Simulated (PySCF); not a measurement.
Cyclopentanol, C5H10O.
Atom-mapped SMILES: `[OH:1][CH:2]1[CH2:3][CH2:4][CH2:5][CH2:6]1`

Structure used (GFN2-xTB), in Å, numbered top down from 1:
```
atom  x, y, z in Å
O1     1.846    0.923   -0.623
C2     0.952    0.467    0.372
C3     0.602   -1.026    0.220
C4    -0.710   -1.034   -0.561
C5    -1.460    0.152    0.037
C6    -0.377    1.223    0.186
H7     2.672    0.432   -0.554
H8     1.391    0.660    1.363
H9     1.396   -1.574   -0.288
H10    0.450   -1.469    1.205
H11   -1.252   -1.973   -0.462
H12   -0.512   -0.851   -1.617
H13   -2.286    0.487   -0.587
H14   -1.858   -0.120    1.017
H15   -0.577    1.906    1.009
H16   -0.286    1.805   -0.730
```

Definitions: NICS(0) = −σiso at the ring centroid; NICS(1) = −σiso and NICS(1)zz = −σzz at ±1 Å along the ring normal z. Level: GIAO PBE0/pcSseg-1 (PySCF, non-relativistic, gas phase) on the GFN2-xTB geometry, one conformer.

Ring bond lengths (Å), with Mayer bond orders in brackets: C2–C3 1.542 (1.01), C3–C4 1.526 (1.02), C4–C5 1.525 (1.03), C5–C6 1.530 (1.04), C6–C2 1.540 (0.99).

Give the NICS values of each ring in ppm.

```
          ring                                            type  NICS(0)  NICS(1), two faces  NICS(1)zz, two faces  rms pucker (Å)  centre to ring atoms, mean (Å)
C2–C3–C4–C5–C6  5-membered carbocycle; formal bonds all single     -5.0         -4.6 / -3.3           -5.4 / -2.1            0.18                            1.28
```

What can be read from them?

- C2–C3–C4–C5–C6: mean NICS(1)zz -3.7 ppm, shielded. C2, C3, C4, C5, C6 have four or more neighbours, and the NICS criterion for π rings isn't applied. The two faces differ by 3.3 ppm, so no symmetry operation interchanges them.

At the first NICS(1) probe listed for ring C2–C3–C4–C5–C6, 1 Å off the ring, how large is the induced field along the normal in 7.05 T applied along it?

NICSzz × B0 = -5.4 ppm × 7.05 T = -38 μT, against the applied field.

Give the inner angles of the rings and the Hirshfeld charges of the ring atoms.

- C2–C3–C4–C5–C6: C2 105.5° (+0.045 e), C3 104.5° (-0.082 e), C4 102.6° (-0.072 e), C5 103.5° (-0.070 e), C6 106.2° (-0.076 e); sum 522.4° against 540° for a flat convex ring.

How shielded are the nuclei of the rings and their hydrogens (means over atoms taken as equivalent)?

| atoms | environment | σ isotropic (ppm) | principal values of the symmetric part, first atom (ppm) |
| --- | --- | --- | --- |
| C2 | carbinol carbon (C–OH) | 109.9 | 83.6, 107.9, 138.4 |
| C3 (×2) | ring CH2 carbon | 146.0 | 117.1, 148.9, 164.4 |
| C4 (×2) | ring CH2 carbon | 157.3 | 135.6, 165.8, 174.1 |
| H8 | methine hydrogen | 27.12 | 23.3, 26.3, 31.7 |
| H9 (×2) | methylene hydrogen | 30.14 | 26.4, 28.2, 36.0 |
| H10 (×2) | methylene hydrogen | 29.81 | 25.8, 28.2, 36.5 |
| H11 (×2) | methylene hydrogen | 30.28 | 25.3, 27.4, 37.7 |
| H12 (×2) | methylene hydrogen | 29.88 | 26.1, 27.6, 36.1 |
